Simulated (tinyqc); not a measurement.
Stretching all distances: RHF, UHF, MP2, CISD and CCSD against full CI in the sto-6g basis, for BH, spin multiplicity 1. Computed by the program tinyqc with PySCF. All coordinates are multiplied by the scale. c0^2 is the weight of the RHF determinant in the lowest singlet FCI state (UHF is spin-contaminated and may lie near states of higher spin) and n(LUMO) the first natural occupation beyond the occupied space.

Geometry (angstrom):
```
atom,x,y,z
B,0.0000,0.0000,0.0000
H,0.0000,0.0000,1.1920
```

Full CI energy (hartree) and errors against it (kcal/mol):
```
scale,distance 1-2 (angstrom),E(FCI),RHF,UHF,MP2,CISD,CCSD,<S^2> UHF,c0^2,n(LUMO)
0.9800,1.1682,-25.056963,35.0194,26.5070,17.2606,1.0616,0.1082,0.5678,0.9136,0.0771
1.3100,1.5615,-25.030848,45.9700,41.3665,21.9304,2.1117,0.1077,0.4437,0.8981,0.0692
1.9800,2.3602,-24.933290,92.1188,37.6636,43.6011,7.8305,0.0616,0.8797,0.7272,0.4151
2.3100,2.7535,-24.914905,120.6815,29.7214,53.5021,11.3924,0.0133,0.9672,0.6032,0.6501
2.6400,3.1469,-24.908699,144.6830,26.8513,54.7256,13.8634,-0.0081,0.9917,0.5164,0.8158
2.9700,3.5402,-24.906957,161.7635,26.0289,46.3192,15.2441,-0.0082,0.9980,0.4690,0.9088
```

Estimate the missing row, scale = 1.64.

Computed row:
```
scale   distance 1-2 (angstrom)      E(FCI)      RHF      UHF      MP2    CISD    CCSD  <S^2> UHF    c0^2  n(LUMO)
1.6400                   1.9549  -24.974633  64.9532  50.5512  30.9718  4.2923  0.1030     0.7120  0.8412   0.1904
```

UHF lies below RHF over the whole range. The weight c0^2 goes from 0.91 to 0.47 and n(LUMO) from 0.08 to 0.91: static correlation grows as the bonds break into open-shell fragments. The spread of the error along the curve, which distorts its shape, is CCSD 0.1, CISD 14.2, UHF 24.5, MP2 37.5, RHF 126.7 kcal/mol.
